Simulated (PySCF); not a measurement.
Compound: thiohydroxylamine, H3NS.
Atom-mapped SMILES: `[NH2:1][SH:2]` (hydrogens: H3, H4 on N1; H5 on S2)

Computed with PySCF at wB97X-D/pcSseg-2, non-relativistic, on one gas-phase PBE0-D3(BJ)/def2-TZVP geometry that isn't relaxed in the solvent. The solvent is an IEF-PCM continuum (Bondi radii, 1.10 Å for H, scaled by 1.2). Specific hydrogen bonds and non-electrostatic terms are outside this model.

Gas phase at wB97X-D/pcSseg-2: HOMO -8.97 eV, LUMO 1.68 eV, dipole 1.07 D.

What does the continuum do to the energy, the frontier levels and the dipole at wB97X-D/pcSseg-2 in chloroform?

| solvent | ε | E(solvent) − E(gas) (kcal/mol) | polarisation term (kcal/mol) | distortion of the solute (kcal/mol) | HOMO (eV) | LUMO (eV) | dipole (D) |
| --- | --- | --- | --- | --- | --- | --- | --- |
| chloroform | 4.711 | -3.50 | -3.79 | 0.29 | -8.99 | 1.83 | 1.26 |

The polarisation term is half the interaction of the solute with the surface charges that it induces; the rest is the cost of distorting the solute's density. The sum is the electrostatic part of solvation alone.

Which radius a makes the point-dipole formula ΔE = −[(ε − 1)/(2ε + 1)]·μ²/a³ give the value in chloroform, with the gas-phase dipole?

μ = 0.421 au and |ΔE| = 0.00557 Eh give a = 1.19 Å; the farthest nucleus lies 1.81 Å from the centroid of the nuclei, so such a sphere wouldn't even hold the nuclei. The formula assumes a rigid point dipole at the centre of a sphere.

The run took 3.3 s wall on one thread of an Intel Xeon 6975P-C, no GPU, shared host with 192 logical CPUs at a one-minute load of 102, and the process peaked at 0.44 GiB of memory. This is the whole shielding run at wB97X-D/pcSseg-2 in chloroform, SCF included.

Shape of the structure used: `[NH2:1][SH:2]`: H–N1–S2–H -119°.

wB97X-D is run here without its empirical dispersion term; that term would change no orbital, density or response property at a fixed geometry.
